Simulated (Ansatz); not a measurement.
Compare A (`C=C1CCC1=C`) with its isomer B (`C1=CCC=CC1`).

Isolated molecules relaxed with PBE0-D4/def2-TZVP in Ansatz; ΔE leaves out vibrations. CBS: MP2 limit from def2 TZ/QZ plus the TZ coupled-cluster correction, frozen cores. DFT in def2-TZVPP. B3LYP here is the variant with VWN-RPA as its local correlation; programs differ in this.

A:

Z-matrix (Å, degrees):
```
C
C 1 1.518
C 1 1.554 2 88.5
H 1 1.092 2 114.6 3 -116.7
H 1 1.092 2 114.6 3 116.8
C 2 1.327 1 134.0 3 -179.9
C 2 1.475 1 91.5 3 0.1
H 3 1.092 1 114.8 2 -116.6
H 3 1.092 1 114.8 2 116.5
H 6 1.085 2 121.3 1 180.0
H 6 1.084 2 121.4 1 -0.0
C 7 1.327 2 134.5 1 179.9
H 12 1.084 7 121.4 2 -180.0
H 12 1.085 7 121.3 2 0.0
```

B:

```xyz
14

C    -0.806    0.078    1.154
C     0.300   -0.652    1.214
C     1.242   -0.818    0.068
C     0.805   -0.081   -1.155
C    -0.302    0.649   -1.215
C    -1.240    0.821   -0.067
H    -1.445    0.153    2.030
H     0.551   -1.165    2.138
H     2.249   -0.487    0.362
H     1.364   -1.886   -0.163
H     1.440   -0.161   -2.033
H    -0.556    1.157   -2.141
H    -1.351    1.890    0.167
H    -2.250    0.501   -0.359
```

Q: Which isomer does CCSD(T)/CBS put lower? Give the gap. (Best estimate.)

A: The calculation gave: B, by 26.1 kcal/mol.

Q: Give E(B) − E(A) in kcal/mol with PBE0-D4, ωB97M-V, CCSD(T)/def2-SVP, CCSD(T)/def2-TZVPP, CCSD/def2-TZVPP, B3LYP-D4, MP2/def2-TZVPP. (Estimate.)

A: Ansatz gave: PBE0-D4 -25.1, ωB97M-V -25.4, CCSD(T)/def2-SVP -25.4, CCSD(T)/def2-TZVPP -25.6, CCSD/def2-TZVPP -26.3, B3LYP-D4 -24.3, MP2/def2-TZVPP -26.0. None reverses the order clearly.

Q: Does the order hold for the free energy at 298.15 K (harmonic terms from PBE0-D4)? (Best estimate.)

A: Ansatz gave: Yes: G(B) − G(A) = -22.9 kcal/mol. Modes under 60 cm⁻¹, often nearly free rotors, make the harmonic entropy too high.

Largest T1 diagnostic: 0.011.

In def2-TZVPP, CCSD(T) changes the Hartree–Fock value by +1.5 kcal/mol (the triples alone add +0.7 kcal/mol) and MP2 by +1.1 kcal/mol. The D4 term adds −0.7 kcal/mol with B3LYP and −0.3 kcal/mol with PBE0; it sums over pairs of atoms, weighted by their polarisabilities, and B3LYP, whose exchange is more repulsive, gets the larger term.
